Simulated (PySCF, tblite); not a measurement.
**CH₄N₂O, a complex of two parts: NMR shifts, interaction energy, infrared bands, spin-spin couplings and core binding energies**

One table from this session's results is given with a row withheld; the runs are named, their logs left out.

Computed with tblite 0.8.0 and PySCF 2.14.0; each step states its level. No surroundings beyond the atoms listed, unless a continuum is named. Atoms count from 0, parts from 1.

## Starting point

8 atoms, charge 0, multiplicity 1; geometry: rigid parts in contact. Parts: 1 = atoms 0–5, `CO`, charge 0; 2 = atoms 6–7, `N#N`, charge 0.

Set-up of the first run:

The job: settings as JSON, then the geometry in Å.

```
{"job": {"kind": "dock", "xc": "GFN2-xTB", "basis": "xTB"}, "charge": 0, "multiplicity": 1, "parts": [{"atoms": "0-5", "charge": 0, "multiplicity": 1}, {"atoms": "6-7", "charge": 0, "multiplicity": 1}]}
C     -0.361336     0.012720    -0.032706
O      0.941524    -0.475158    -0.238356
H     -1.028869    -0.642666    -0.589007
H     -0.475055     1.035560    -0.407953
H     -0.640387    -0.011031     1.026343
H      1.564122     0.080574     0.241679
N      2.952533     1.069985     1.195379
N      4.023011     0.850358     1.304557
```

With the program's defaults for keys left out, this is: GFN2-xTB search for minima from random contacts, gas phase.

The run is started by

```bash
OMP_NUM_THREADS=1 python cluster_run.py task.json out
```

This one command runs all jobs of the session in turn.

Among the steps run: Bringing the parts together with GFN2-xTB; Optimising the geometry at PBE0-D3(BJ)/def2-TZVPD; Nuclear shieldings: PBE0/pcSseg-2; Coupled-cluster interaction energy: CCSD(T) and MP2.

One table of the session follows, with a row left open; its other results are not shown here.

It belongs to the step «Coupled-cluster interaction energy: CCSD(T) and MP2». 

```
                 method  interaction energy (kcal/mol)
         HF/aug-cc-pVDZ                          -0.11
        MP2/aug-cc-pVDZ                              ?
       CCSD/aug-cc-pVDZ                          -0.93
    CCSD(T)/aug-cc-pVDZ                          -1.09
         HF/aug-cc-pVQZ                          -0.17
        MP2/aug-cc-pVQZ                          -1.34
    SCS-MP2/aug-cc-pVQZ                          -1.09
      MP2, extrapolated                          -1.36
CCSD(T), limit estimate                          -1.29
```

Q: Estimate the row for MP2/aug-cc-pVDZ from the others.

As computed: interaction energy (kcal/mol): -1.15. In the column «interaction energy (kcal/mol)» it lies between CCSD(T), limit estimate (-1.29) and CCSD(T)/aug-cc-pVDZ (-1.09).
